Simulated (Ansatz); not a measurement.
**The aluminium atom (doublet): the correlation ladder, def2-TZVP**

The task here is to estimate one member of a computed series from the others.

The runs use Ansatz 0.2.0, Gaussian basis; def2-TZVP, core rule «outside noble gas», up to 5 orbitals frozen.

To be run: UHF; CCSD(T) on ROHF; CCSD(T) on UHF; BCCD(T) on ROHF; CISD; CCSDT on ROHF; CCSDT on UHF; CASSCF and MRCISD+Q, 3 electrons in 4 orbitals; CASSCF and MRCISD+Q(relaxed), 3 electrons in 4 orbitals; CASSCF and NEVPT4(SD), 3 electrons in 4 orbitals; CASSCF and NEVPT2, 3 electrons in 4 orbitals.

### The atom

A free atom, in its lowest state of this spin that the program finds.

1 atom, charge 0, spin multiplicity 2.

Set-up of the first run:

File in.yaml:

```yaml
crystal:
  periodic: [false, false, false]
  atoms:
    - {symbol: Al, position_ang: [0.000000, 0.000000, 0.000000]}
basis:
  gaussian: {orbitals: def2-TZVP}
magnetization: {spin_polarized: true, initial_magnetization: 1}
hamiltonian: {xc: hf}
output: {orbitals: {seedname: orbitals}}
```

Command:

```bash
$ ansatz run in.yaml --threads 1 --pin off --events-out ev --progress --plain --max-ram 2393MiB
```

Among the steps run: UHF; CCSD(T) on ROHF; CCSD(T) on UHF; BCCD(T) on ROHF; CISD; CCSDT on ROHF; CCSDT on UHF; CASSCF and MRCISD+Q, 3 electrons in 4 orbitals; CASSCF and MRCISD+Q(relaxed), 3 electrons in 4 orbitals; CASSCF and NEVPT4(SD), 3 electrons in 4 orbitals; CASSCF and NEVPT2, 3 electrons in 4 orbitals.

One of the session's tables, all rows but one given; the rest of the session is left out.

```
                   method  from RCCSD(T) (meV)
                     ROHF              +1506.1
                      UHF              +1400.1
                     RMP2                    ?
                     UMP2               +448.1
                     CISD                +35.1
                    RCCSD                +35.0
                    UCCSD                +29.2
                 RCCSD(T)                    0
                 UCCSD(T)                 -0.9
                  BCCD(T)                 +0.1
                   RCCSDT                -13.4
                   UCCSDT                -13.9
           CASSCF valence               +853.7
           NEVPT2 valence               +226.3
       NEVPT4(SD) valence                +14.3
           MRCISD valence                 -0.7
         MRCISD+Q valence                -37.6
MRCISD+Q(relaxed) valence                -42.7
```

Q: Estimate the row for RMP2 from the others.

The run gave: from RCCSD(T) (meV): +443.0. In the column «from RCCSD(T) (meV)» it lies between NEVPT2 valence (+226.3) and UMP2 (+448.1).

Limits of these values: Restricted and unrestricted rows rest on different reference determinants; where their highest levels disagree by more than a few hundredths of an eV, they describe different states and don't form one ladder.
